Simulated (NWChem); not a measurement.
BH5S: a scaling law for HF

The species is BH5S (7 atoms), meant as a singlet with charge 0. As SMILES, `[BH3-][SH2+]`. The shape is that of a PBE0-D4/def2-TZVP optimisation.

HF, energy, NWChem 7.3.0, on 1 thread of AMD EPYC 7R43 (Zen 3), shared host. N is the number of basis functions, t the processor time.

| basis | N | t (s) | ln N | ln t |
| --- | --- | --- | --- | --- |
| def2-SVP | 57 | 3.1 | 4.043 | 1.131 |
| def2-SVPD | 87 | 8.2 | 4.466 | 2.104 |
| def2-TZVP | 98 | 16 | 4.585 | 2.773 |
| def2-TZVPD | 128 | ? | 4.852 | ? |

Fit t = C·Nᵖ to the known rows and estimate the time in def2-TZVPD.


1. Means of the 3 rows: ln N = 4.36467, ln t = 2.0027.
2. Σ(Δln N)² = 0.16228, Σ(Δln N·Δln t) = 0.46038, so the slope is 0.46038/0.16228 = 2.8369.
3. Intercept: 2.0027 − (2.8369) × 4.36467 = -10.3794. The largest residual of the fit is 0.186.
4. ln t = -10.3794 + 2.8369 × 4.852, so t ≈ 30 s.

The run took 35 s, so the estimate is too short by a factor of about 1.2. The fitted power is 2.8, with the electron count fixed. The times don't lie on a line: the count of functions alone doesn't set the cost here, and shared hosts add noise.
